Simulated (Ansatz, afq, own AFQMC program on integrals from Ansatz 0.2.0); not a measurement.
SiC, singlet in 6-31G, levels against full CI

| atom | x (Å) | y (Å) | z (Å) |
| --- | --- | --- | --- |
| Si | 0.0000 | 0.0000 | 0.0000 |
| C | 0.0000 | 0.0000 | 5.4940 |

Basis 6-31G. Only valence electrons are correlated. AFQMC by an in-house program on the Cholesky factors that Ansatz 0.2.0 writes for its CCSD(T) run. The CISD trial takes its coefficients from CCSD amplitudes. Released means that phaseless walkers are propagated on without the constraint, phases kept. Error bars are statistical, one sigma.

Determinant: UHF, the one that the program's search chose, which needn't be the lowest solution. The geometry is a point of a scan.

Full CI on the same integrals is exact in this basis and with this determinant's frozen core.

Cautions: unrestricted determinant spin contaminated (⟨S²⟩ 2.00 against 0.00); the next higher spin lies close (within 5 meV by full CI); walk and cluster series may follow different spin states.

The T1 diagnostic is 0.0045, the weight of the determinant in the CISD state is 0.943 and the ⟨S²⟩ of the determinant is 2.002. The size of the correlated space is 8 electrons in 16 orbitals.

```
  level  correlation energy (eV)
    MP2                  -1.0335
   CCSD                  -1.6456
CCSD(T)                  -1.6581
```

(1) Estimate where phaseless AFQMC with a CISD trial lies against CCSD(T) on the same integrals.

(1) 0.01 ± 0.03 kcal/mol above CCSD(T). The gap is under twice the noise, so this walk alone can't tell the two apart.

Reference: full CI, correlation energy -1.666 eV. The released energy is read at 2.40 1/Eh (meV from the phaseless value at times in 1/Eh: 1.7 ± 1.8 at 0.24, 0.1 ± 2.0 at 0.51, -4.1 ± 2.0 at 0.99, -3.9 ± 1.9 at 1.62, -6 ± 3 at 2.40). The cautions show a poor starting determinant, so the rows tell how each method copes with it here, and full CI is the sure value.

| level | E − E(reference) (kcal/mol) | share of correlation (%) |
| --- | --- | --- |
| CCSD(T) | 0.18 | 99.54 |
| ph-AFQMC/CISD | 0.19 ± 0.03 | 99.51 |
| released AFQMC | 0.05 ± 0.06 | 99.88 |

A walk keeps the symmetry of its determinant, which the program's search chose and which needn't be the lowest solution, so a lower state of the same spin and another symmetry isn't excluded. Released energies are given only where the last usable release times agree within the noise; a slower fall can still hide under it.
